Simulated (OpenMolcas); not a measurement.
**HF (hydrogen fluoride): a chain of runs**

Wanted: a series of 20 runs (HF/ANO-R0, CASSCF(4,3)/ANO-R1, CASPT2[IPEA 0](4,3)/ANO-R1, CASPT2[IPEA 0](3,3)/ANO-R1, MC-PDFT[ftrevPBE](4,3)/ANO-R1, DMRG(4,3)/ANO-R1, CASPT2(4,3)/ANO-R1, MC-PDFT[ftLSDA](4,3)/ANO-R1, and more) of FH. 

Program for the calculation: OpenMolcas 26.06.

1 further run of the same task is left out (it didn't finish).

## 1. The structure to begin with

HF has 2 atoms, charge 0, and is taken as a singlet. As SMILES, `F`. Geometry: relaxed at PBE0-D4/def2-TZVP.

Bond lengths: F1–H2 0.920 Å.

## 2. A single-point energy at HF/ANO-R0 (sfX2C) (run 1)

Contents of step1.inp:

```
>>> EXPORT MOLCAS_PRINT=2

&GATEWAY
  BasisSet
  F.ANO-R0....
  F1 -0.390000 0.144600 -0.196400 angstrom
  End of Basis
  BasisSet
  H.ANO-R0....
  H2 0.390000 -0.144600 0.196400 angstrom
  End of Basis
  Finite
  RX2C

&SEWARD

&SCF
  PrOrbitals=1
```

Launch:

```console
export MOLCAS_MEM=1860
pymolcas step1.inp > step1.log
```

Log:

```text
--- Start Module: gateway ---
[...]
--- Stop Module: gateway /rc=_RC_ALL_IS_WELL_ ---
--- Start Module: seward ---
[...]
      Basis functions            6
--- Stop Module: seward /rc=_RC_ALL_IS_WELL_ ---
--- Start Module: scf ---
[...]
       Convergence after   9 Iterations
[...]
::    Total SCF energy                                -99.8687189487
[...]
      Total spin, S                                     0.0000000000
[...]
      Total electronic charge=   10.000000
      Total            charge=   -0.000000
[...]
      Dipole Moment (debye):
      Origin of the operator (angstrom)=   -0.3507    0.1300   -0.1766
                   X=  1.3424E+00               Y= -4.9773E-01               Z=  6.7603E-01           Total=  1.5833E+00
      Quadrupole Moment (debye*angstrom):
[...]
--- Stop Module: scf /rc=_RC_ALL_IS_WELL_ ---
[...]
```

Run time: 1.6 s. Hardware: 1 thread of Arm Neoverse V2, shared host; peak memory 0.37 GiB.

## 3. A single-point energy at CASSCF(4,3)/ANO-R1 (sfX2C) (run 2)

Contents of step2.inp:

```
&GATEWAY
BasisSet
F.ANO-R0....
F1 -0.390000 0.144600 -0.196400 angstrom
End of Basis
BasisSet
H.ANO-R0....
H2 0.390000 -0.144600 0.196400 angstrom
End of Basis
Finite
RX2C
&SEWARD
&RASSCF
FileOrb
$CurrDir/step1.ScfOrb
Alter
2
1 2 4
1 3 5
Spin
1
Nactel
4 0 0
Inactive
3
Ras2
3
OrbListing
Nothing
>>> COPY $Project.RunFile RUNFIL1
>>> COPY $Project.RasOrb INPORB
&GATEWAY
BasisSet
F.ANO-R1....
F1 -0.390000 0.144600 -0.196400 angstrom
End of Basis
BasisSet
H.ANO-R1....
H2 0.390000 -0.144600 0.196400 angstrom
End of Basis
Finite
RX2C
&SEWARD
>>> COPY $Project.RunFile RUNFIL2
&EXPBAS
&RASSCF
FileOrb
$Project.ExpOrb
Spin
1
Nactel
4 0 0
Inactive
3
Ras2
3
OrbListing
Nothing
```

Launch:

```console
export MOLCAS_MEM=1860
pymolcas step2.inp > step2.log
```

Log:

```text
[...]
      Basis functions            6
[...]
      Number of active orbitals                  3
[...]
      Spin quantum number                      0.0
[...]
      Active orbitals                            3
[...]
      Number of CSFs                             6
[...]
      Number of root(s) required                 1
[...]
      Convergence after  4 iterations
[...]
      printout of CI-coefficients larger than  0.05 for root  1
      energy=     -99.888791
      conf/sym  111     Coeff  Weight
             1  220   0.99166 0.98339
             3  202  -0.12775 0.01632
      Natural orbitals and occupation numbers for root  1
      sym 1:   1.999429   1.967358   0.033213
      ************************************************************************************************************************
      *                                                    Final results                                                     *
[...]
::    RASSCF root number  1 Total energy:    -99.88879103
[...]
      Basis functions           19
[...]
      Convergence after 13 iterations
[...]
      Natural orbitals and occupation numbers for root  1
      sym 1:   1.999736   1.979577   0.020688
      ************************************************************************************************************************
      *                                                    Final results                                                     *
[...]
::    RASSCF root number  1 Total energy:   -100.16537341
[...]
      Total electronic charge=   10.000000
      Total            charge=   -0.000000
[...]
      Dipole Moment (debye):
      Origin of the operator (angstrom)=   -0.3507    0.1300   -0.1766
                   X=  1.5108E+00               Y= -5.6017E-01               Z=  7.6084E-01           Total=  1.7819E+00
      Quadrupole Moment (debye*angstrom):
[...]
```

It took 3.6 s on 1 thread of Arm Neoverse V2, shared host; peak memory 0.41 GiB.

Runs 3 to 10 aren't shown in full; the table further down has their settings and results.

## 4. A calculation of the kind “vibrational levels from the curve” at CASSCF(4,3)/ANO-R1 (sfX2C, curve step 10, vibrations 3) (run 11)

Contents of step11.inp:

```
&VIBROT
  RoVibrational
  Atoms = 0 F 0 H
  Potential
  1.39084 -100.09443654
  1.46076 -100.12358957
  1.53068 -100.14338358
  1.59871 -100.15565723
  1.66863 -100.16269957
  1.73855 -100.16537423
  1.80847 -100.16470263
  1.87839 -100.16149232
  1.94642 -100.15654256
  2.03335 -100.14834193
  2.13917 -100.13652024
  2.26011 -100.12173283
  2.43397 -100.10001604
  2.78168 -100.06088760
  3.30324 -100.02073131
  3.99866 -99.99643138
  5.21564 -99.98687175
  Plot=1.39 5.22 0.1
  Grid = 199
  Range = 1.391 5.216
  Vibrations = 3
  Rotations = 0 3
  Orbital = 0
```

Launch:

```console
export MOLCAS_MEM=1860
pymolcas step11.inp > step11.log
```

Log:

```text
--- Start Module: vibrot ---

                                              &VIBROT

                       available to each process: 1.9 GB of memory, 1 thread

 Vibration-Rotation spectrum for the FH   molecule.

 Rotational quantum number range   0  3
 Electronic angular momentum       0
 Vibrational quantum number range  0  2
 Mass of atom  19 F    34631.970383 au
 Mass of atom   1 H     1837.152647 au
 Reduced mass           1744.605046 au

[... 32 lines left out ...]
      0           1      0.009546     Warning:function value at Rmin is    0.110822
[... 3 lines left out ...]
      1           2      0.027813     Warning:function value at Rmin is    0.313030
[... 3 lines left out ...]
      2           3      0.045187     Warning:function value at Rmin is    0.547451
[... 67 lines left out ...]
     Term values(observed and computed) in cm(-1)

 J-value         0                     1                     2                     3

 v-value
     0   2053.70   2053.70     2095.20   2095.07     2176.57   2177.90     2297.71   2302.43
     1   5970.30   5970.30     6018.33   6016.35     6104.16   6102.73     6227.67   6217.97
     2   9618.28   9618.28     9683.50   9678.47     9783.20   9787.27     9917.35   9921.53

     observed G-values in cm(-1)

     v      G(v)     deltaG(v+1/2)
     0    2053.70
                       3916.59
     1    5970.30
                       3647.98
     2    9618.28
--- Stop Module: vibrot /rc=_RC_ALL_IS_WELL_ ---

.##################.
.# Happy landing! #.
.##################.

    Timing: Wall=0.04 User=0.01 System=0.01
```

It took 0.22 s on 1 thread of Arm Neoverse V2, shared host.

Runs 12 to 19 aren't shown in full; the table further down has their settings and results.

## 5. The energy at PC-NEVPT2(4,3)/ANO-R1 (sfX2C, pt2 variant PC-NEVPT2) (run 20)

Contents of step20.input:

```
&GATEWAY
  BasisSet
  F.ANO-R1....
  F1 -0.390000 0.144600 -0.196400 angstrom
  End of Basis
  BasisSet
  H.ANO-R1....
  H2 0.390000 -0.144600 0.196400 angstrom
  End of Basis
  Finite
  RX2C

&SEWARD

&RASSCF
  FileOrb=$CurrDir/step2.RasOrb
  Spin=1
  Nactel=4 0 0
  Inactive=3
  Ras2=3
  OrbListing=Nothing

&CASPT2
  PC-NEVPT2
```

Launch:

```console
export MOLCAS_MEM=1860
pymolcas step20.input > step20.log
```

Log:

```text
--- Start Module: gateway ---
[...]
--- Stop Module: gateway /rc=_RC_ALL_IS_WELL_ ---
[...]
      Basis functions           19
[...]
--- Start Module: rasscf ---
[...]
      Number of active orbitals                  3
[...]
      Spin quantum number                      0.0
[...]
      Active orbitals                            3
[...]
      Number of CSFs                             6
[...]
      Number of root(s) required                 1
[...]
      Convergence after  4 iterations
[...]
      printout of CI-coefficients larger than  0.05 for root  1
      energy=    -100.165373
      conf/sym  111     Coeff  Weight
             1  220   0.99481 0.98966
             3  202  -0.10105 0.01021
      Natural orbitals and occupation numbers for root  1
      sym 1:   1.999736   1.979577   0.020687
      ************************************************************************************************************************
      *                                                    Final results                                                     *
[...]
::    RASSCF root number  1 Total energy:   -100.16537341
[...]
      Total electronic charge=   10.000000
      Total            charge=   -0.000000
[...]
      Dipole Moment (debye):
      Origin of the operator (angstrom)=   -0.3507    0.1300   -0.1766
                   X=  1.5109E+00               Y= -5.6018E-01               Z=  7.6086E-01           Total=  1.7820E+00
      Quadrupole Moment (debye*angstrom):
[...]
--- Stop Module: rasscf /rc=_RC_ALL_IS_WELL_ ---
--- Start Module: caspt2 ---
[...]
      E2 (Variational):          -0.1833807634
[...]
      E2 (Variational):          -0.1825689314
      Total energy:            -100.3479423409
[...]
      Reference weight:           0.96384
[...]
::    PC-NEVPT2 Root  1     Total energy:   -100.34875417
[...]
--- Stop Module: caspt2 /rc=_RC_ALL_IS_WELL_ ---
[...]
```

Wall time 1.8 s (1 thread of Arm Neoverse V2, shared host); peak memory 0.41 GiB.

## 6. Overview of the runs

```csv
run,level,swaps,active rule,partner,energy (Eh),dipole moment (D) of the reference,wall time
1,HF/ANO-R0 (sfX2C),–,–,base,-99.868719,1.58,1.6 s
2,"CASSCF(4,3)/ANO-R1 (sfX2C)",2,bond pair,base,-100.165373,1.78,3.6 s
3,"CASSCF(4,3)/ANO-R1 (sfX2C, second multiplicity 3, second roots 2)",0,bond pair,base,crashed,–,3.9 s
4,"CASPT2[IPEA 0](4,3)/ANO-R1 (sfX2C, RICD fitting, ipea shift 0 Eh, pt2 variant SS, root 1)",0,bond pair,base,-100.348223,1.78,6 s
5,"CASPT2[IPEA 0](4,3)/ANO-R1 (sfX2C, ipea shift 0 Eh, pt2 variant SS, real shift 0.2 Eh)",0,bond pair,rattled,-100.310230,1.54,2.1 s
6,"CASPT2[IPEA 0](3,3)/ANO-R1 (sfX2C, ipea shift 0 Eh, pt2 variant SS, weight exponent 10, weight type 3)",0,bond pair,cation,-99.770105,–,2.9 s
7,"MC-PDFT[ftrevPBE](4,3)/ANO-R1 (sfX2C, hybrid share 0.25)",0,bond pair,base,-100.457048,1.78,1.9 s
8,"DMRG(4,3)/ANO-R1 (sfX2C, bond dimension 128)",0,bond pair,base,-100.165373,1.78,2.4 s
9,"CASPT2(4,3)/ANO-R1 (sfX2C, PCM chloroform, ipea shift 0.25 Eh, pt2 variant SS)",0,bond pair,base,-100.350726,1.95,2.6 s
10,"CASSCF(4,3)/ANO-R1 (sfX2C)",0,bond pair,base,-100.165374,–,28 s
11,"CASSCF(4,3)/ANO-R1 (sfX2C, curve step 10, vibrations 3)",0,bond pair,base,-100.165486,–,0.22 s
12,"MC-PDFT[ftLSDA](4,3)/ANO-R1 (sfX2C)",0,bond pair,base,-100.122657,1.78,1.9 s
13,"CASSCF(4,3)/ANO-R1 (sfX2C, population LoProp)",0,bond pair,base,-100.165373,1.78,1.9 s
14,"CASSCF(4,3)/ANO-R1 (sfX2C, root 1)",0,bond pair,base,-100.165373,1.78,2 s
15,"CASSCF(4,3)/ANO-R1 (sfX2C, valence bond yes)",0,bond pair,base,-100.165373,1.78,1.8 s
16,"CASPT2[IPEA 0](4,3)/ANO-R1 (sfX2C, ipea shift 0 Eh, pt2 variant SS, sigma1 shift 0.2)",0,bond pair,base,-100.345357,1.78,1.8 s
17,"CASSCF(4,3)/ANO-R1 (sfX2C)",0,bond pair,base,-100.165374,–,28 s
18,"CASSCF(4,3)/ANO-R1 (sfX2C, curve step 17, vibrations 3)",0,bond pair,base,-100.165486,–,0.2 s
19,"RASPT2(4,3)/ANO-R1 (sfX2C, ipea shift 0.25 Eh, pt2 variant SS)",0,bond pair,base,-100.344325,1.78,1.8 s
20,"PC-NEVPT2(4,3)/ANO-R1 (sfX2C, pt2 variant PC-NEVPT2)",0,bond pair,base,-100.348754,1.78,1.8 s
```

## 7. Results

| quantity | value |
| --- | --- |
| run 20, PC-NEVPT2(4,3)/ANO-R1: total energy | -100.34875 Eh |
| run 20, PC-NEVPT2(4,3)/ANO-R1: dipole moment (CASSCF density) | 1.78 D |

What this shows: Over runs 1, 2, 13, 14, 15 the dipole moment (its size) runs from 1.58 D (HF/ANO-R0) to 1.78 D (CASSCF(4,3)/ANO-R1). The two ends differ in method and basis. In run 1 the basis is minimal, so the values are rough. All runs together took 96 s, the longest 28 s. 1 of the 20 runs did not end normally.
